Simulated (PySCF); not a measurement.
## Working with the constants of CS

RHF-CCSD(T) constants of CS, ¹Σ⁺ (singlet), closed shell (C cc-pVDZ, S cc-pV(D+d)Z; no relativity (PySCF 2.14); masses 12.0000 and 31.9721 u):

```
ωe              : 1271.2 cm⁻¹
ωexe            : 6.66 cm⁻¹
Be              : 0.79357 cm⁻¹
αe              : 0.00573 cm⁻¹
D (centrifugal) : 1.24e-06 cm⁻¹
De to C + S     : 6.75 eV
```

Question: Give the vibrational terms G(v) and spacings up to v = 6.

Answer: G(v) = ωe(v+½) − ωexe(v+½)².

| v | G(v) (cm⁻¹) | G(v) − G(v−1) | Bv (cm⁻¹) |
| --- | --- | --- | --- |
| 0 | 633.9 |  | 0.7907 |
| 1 | 1891.8 | 1257.9 | 0.7850 |
| 2 | 3136.4 | 1244.6 | 0.7792 |
| 3 | 4367.6 | 1231.2 | 0.7735 |
| 4 | 5585.5 | 1217.9 | 0.7678 |
| 5 | 6790.1 | 1204.6 | 0.7621 |
| 6 | 7981.4 | 1191.3 | 0.7563 |

Question: How well does the Morse estimate ωe²/(4ωexe) reproduce De, and what is D0?

Answer: It gives 7.52 eV, 111 % of the computed De. D0 = De − G(0) = 6.75 − 0.08 = 6.67 eV.

Measured values (Huber and Herzberg, Constants of Diatomic Molecules (1979)): ωe = 1285.08 cm⁻¹, ωexe = 6.46 cm⁻¹, Be = 0.8200462 cm⁻¹, αe = 0.0059224 cm⁻¹.

Correlated steps freeze 6 core orbitals. Correlated levels converge slowly with the basis: in double zeta they bind strong bonds too weakly, by up to about 1 eV, and carry superposition errors of some tenths. Where the molecule has an RHF reference, its open-shell atoms are computed with UHF. The CCSD T1 diagnostic is raised, a sign that a single reference may not be enough here.
